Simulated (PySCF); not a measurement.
Li: ionisation energy

Li [He] 2s1 (2S) → Li⁺ 1s2 (1S), as a difference of total energies. Calculation: PySCF 2.14, in Sapporo-DZP-2012 (5s2p, 11 functions); scalar relativity by spin-free X2C-1e. The calculations carry no spin-orbit coupling.

| method | ionisation energy (eV) | error (eV) |
| --- | --- | --- |
| UHF | 5.342 | -0.050 |
| M06-2X | 5.426 | +0.034 |
| M06-L | 5.082 | -0.310 |

Reference: 5.392 eV (measured; NIST Atomic Spectra Database, ionization energies).
